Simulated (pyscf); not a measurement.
Elementary routes open to O=W(F)(F)(F)–F + H₂ in the gas phase (singlet surface):
A. O=WH(F)(F)–F + HF (F–W, H–H broken; H–W, F–H formed)
B. HO–WH(F)(F)(F)–F (H–H broken; H–O, H–W formed)

Single points on ωB97X-D3(BJ)/def2-SVP structures (PySCF, gas phase).

### Question
Rank the routes by free-energy barrier at 298 K, lowest first, for ωB97M-D3(BJ)/def2-TZVP energies (ideal gas, 1 atm, RRHO with modes under 100 cm⁻¹ raised to 100, one conformer, R ln 2 for chiral ones without a mode under 150 cm⁻¹).

### Answer
A (47.3 kcal/mol), B (61.5 kcal/mol)

Route A is the fastest of these, ahead of the next by 14.2 kcal/mol. The most stable products are those of A (ΔG = +26.8 kcal/mol), so kinetics and thermodynamics agree. At 1200 K A is still the fastest. A: On the product side the descent ends in a bound adduct, 8.1 kcal/mol under the separated species and 17.3 kcal/mol under the saddle at ωB97X-D3(BJ)/def2-TZVP. Only these routes are compared; each barrier is that of the saddle found, and lower ones may exist. Elements past Kr carry the def2 core potentials, without spin-orbit coupling.
